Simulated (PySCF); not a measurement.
## NaN⁻: energy against distance

Set-up: PySCF, no relativity, basis sets Na aug-cc-pVDZ, N aug-cc-pVDZ. Energies in eV from Na⁻ + N in their ground configurations at the same level. State: ⁴Σ⁻ (quartet), unpaired electrons σ ↑, π ↑↑.

```json
{"R (Å)": "2.013", "BLYP": "-1.129"}
{"R (Å)": "2.107", "BLYP": "-1.303"}
{"R (Å)": "2.200", "BLYP": "-1.399"}
{"R (Å)": "2.271", "BLYP": "-1.435"}
{"R (Å)": "2.341", "BLYP": "-1.449"}
{"R (Å)": "2.411", "BLYP": "-1.447"}
{"R (Å)": "2.505", "BLYP": "-1.427"}
{"R (Å)": "2.622", "BLYP": "-1.385"}
{"R (Å)": "2.762", "BLYP": "-1.321"}
{"R (Å)": "2.950", "BLYP": "-1.230"}
```

**Question.** Put a parabola through the three lowest points of the BLYP curve and estimate Re, k and ωe (reduced mass 8.702 u; 1 eV/Å² = 0.16022 mdyn/Å; ωe = 1302.8·√(k/μ) cm⁻¹).

**Answer.** Through R = 2.271, 2.341, 2.411 Å the second-order coefficient is 1.63 eV/Å², so Re ≈ 2.367 Å, k ≈ 0.523 mdyn/Å and ωe ≈ 319 cm⁻¹. A polynomial fit of higher order to the unrounded BLYP energies gives Re = 2.365 Å, k = 0.464 mdyn/Å, ωe = 301 cm⁻¹; anharmonicity and rounding make the difference.

The higher-order fit for each curve: BLYP: Re = 2.365 Å, ωe = 301 cm⁻¹, De = 1.45 eV.

For an ion De counts to the pair picked by the measured ionisation energies or electron affinities, which need not be the lowest pair at this level. The highest Kohn–Sham level is positive in this anion. Much of that is self-interaction error, but it also means that the finite basis helps to hold the extra electron. The state was picked by a PBE0 search and need not be the measured ground state.
